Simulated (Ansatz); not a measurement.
# N2: the cost of one run

Program: Ansatz 0.2.0. Level of theory: the levels named in each step. These are calculated values, not measurements.

## 1. The starting structure

Bond lengths: N1–N2 1.098 Å.

As a file:

```xyz
2

N     0.0000    0.0000    0.0000
N     0.0000    0.0000    1.0982
```

## 2. A rough first relaxation, PBE-D4/def2-SVP

This run stands in another session on the same molecule. It ended at:

```xyz
2

N     0.0000    0.0000   -0.0068
N     0.0000    0.0000    1.1050
```

## 3. Relaxation, PBE0-D4/def2-TZVPP

This run stands in another session on the same molecule. It ended at:

```xyz
2

N     0.0000    0.0000    0.0044
N     0.0000    0.0000    1.0938
```

## 4. Frequencies, PBE0-D4/def2-TZVPP

input.yaml reads:

```yaml
crystal:
  periodic: [false, false, false]
  atoms:
    - { symbol: "N", position_ang: [0.0, 0.0, 0.00436497] }
    - { symbol: "N", position_ang: [0.0, 0.0, 1.09383503] }
basis:
  gaussian: { orbitals: def2-TZVPP }
hamiltonian:
  xc: pbe0
  dispersion: d4
phonons: {}
```

Command:

```console
$ ansatz run input.yaml --threads 1 --pin off --max-ram 2560MiB --backend cpu --events-out ev --progress --plain --runs-dir out
```

**Question.** How long does this run take on 1 thread of Intel Xeon Platinum 8375C at 2.90GHz (Ice Lake), shared host, and how much memory does it need?

About 2.2 s, with a peak of 0.11 GiB.
